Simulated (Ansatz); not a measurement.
Run this with the Python package of Ansatz (0.2.0) and show what comes out.

The script, `composite_h2s2si.py`:
```python
"""A composite energy for H2S2Si: DFT geometry, MP2 basis limit, coupled-cluster correction."""

import itertools

import ansatz as az
from ase.data import atomic_numbers, covalent_radii
import numpy as np


def main() -> None:
    molecule = (
        az.Crystal.molecule()
        .atom("Si", (-0.2649, 0.2214, -0.2282))
        .atom("S", (1.6738, -0.3188, 0.2525))
        .atom("S", (0.0793, -1.3041, 1.1224))
        .atom("H", (-0.692, -0.1958, -1.5765))
        .atom("H", (-0.7463, 1.5236, 0.3883))
    )

    base = (
        molecule.calculation()
        .basis(gaussian="def2-SVP")
        .functional("b3lyp")
    )
    symbols = [site.symbol for site in molecule.cartesian_sites]
    start = np.array([site.position_ang for site in molecule.cartesian_sites], dtype=float)
    rep = base.relax(force_tolerance=0.01, max_steps=100).run(threads=1).report
    end = np.array(rep["positions_ang"])
    # pairs closer than 1.2 times the sum of covalent radii, before or after
    radius = [covalent_radii[atomic_numbers[s]] for s in symbols]
    span = lambda where, i, j: np.linalg.norm(where[i] - where[j])
    bonded = [(i, j) for i, j in itertools.combinations(range(len(symbols)), 2) if min(span(start, i, j), span(end, i, j)) < 1.2 * (radius[i] + radius[j])]
    print("pair        before    after (A)")
    for i, j in bonded:
        print(f"{symbols[i]}{i}-{symbols[j]}{j}".ljust(10), f"{span(start, i, j):8.4f} {span(end, i, j):8.4f}")

    minimum = az.Crystal.molecule()
    for symbol, place in zip(symbols, end):
        minimum = minimum.atom(symbol, place.tolist())
    at_minimum = minimum.calculation()
    # MP2 extrapolated to the basis limit, plus the small-basis difference CCSD(T) - MP2
    level = lambda method, basis: at_minimum.basis(gaussian=basis).correlation(method).run(threads=1).report
    small, large, cluster = level("mp2", "cc-pVDZ"), level("mp2", "cc-pVTZ"), level("ccsd_t", "cc-pVDZ")
    corr = lambda each: (each["free_energy_ev"] - each["reference_energy_ev"]) / 27.211386246
    mp2_limit = (27 * corr(large) - 8 * corr(small)) / 19
    pieces = {"HF / cc-pVTZ": large["reference_energy_ev"] / 27.211386246, "MP2 correlation, DZ-TZ limit": mp2_limit, "CCSD(T) - MP2 / cc-pVDZ": corr(cluster) - corr(small)}
    for name, value in pieces.items():
        print(f"{name:32s} {value:14.6f} Ha")
    print(f"{'sum':32s} {sum(pieces.values()):14.6f} Ha")
    print("T1 diagnostic", round(cluster["correlation"]["coupled_cluster"]["t1_diagnostic"], 4))


if __name__ == "__main__":
    main()
```

```console
$ python composite_h2s2si.py
pair        before    after (A)
Si0-S1       2.0692   2.1235
Si0-S2       2.0663   2.1235
Si0-H3       1.4746   1.4824
Si0-H4       1.5191   1.4824
S1-S2        2.0664   2.2270
HF / cc-pVTZ                       -1085.229076 Ha
MP2 correlation, DZ-TZ limit          -0.506191 Ha
CCSD(T) - MP2 / cc-pVDZ               -0.052352 Ha
sum                                -1085.787620 Ha
T1 diagnostic 0.0129
```

Notes:
- Total energies depend on the basis set; only differences at equal settings carry meaning.
- The sum leaves out core correlation, relativity, the Hartree-Fock basis error and zero-point energy; a DZ-TZ extrapolation is rough.
- b3lyp holds the VWN-RPA fit, as in Gaussian; the form of ORCA and Turbomole is b3lyp5.
- Inner cores stay frozen, so this is valence correlation.
- For Al to Cl the sets with a tight d function, cc-pV(X+d)Z, are usual.
- An extrapolation from small basis sets is rough.
- Run time: 17 s on 1 thread of Arm Neoverse V1 (shared host), peak memory 0.28 GiB.
